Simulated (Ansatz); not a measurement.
A calculation with Ansatz (development build ahead of 0.2.0).

```yaml
crystal:
  periodic: [false, false, false]
  atoms:
    - { symbol: F, position_ang: [0.0, 0.0, 0.0] }
    - { symbol: B, position_ang: [0.0, 1.3621, 0.0] }
    - { symbol: B, position_ang: [0.0, -1.3621, 0.0] }
basis:
  gaussian: { orbitals: pcseg-2 }
magnetization:
  spin_polarized: true
  initial_magnetization: 3
hamiltonian:
  xc: r2scan
```

The input is written out in the form of the current development build from the run's settings.

Output:

```json
{
  "Converged": "yes",
  "Total energy": "-149.17154 hartree",
  "Spin squared of the determinant": "3.758",
  "Stability test": "minimum"
}
```

Caution: other spin multiplicities may lie lower.
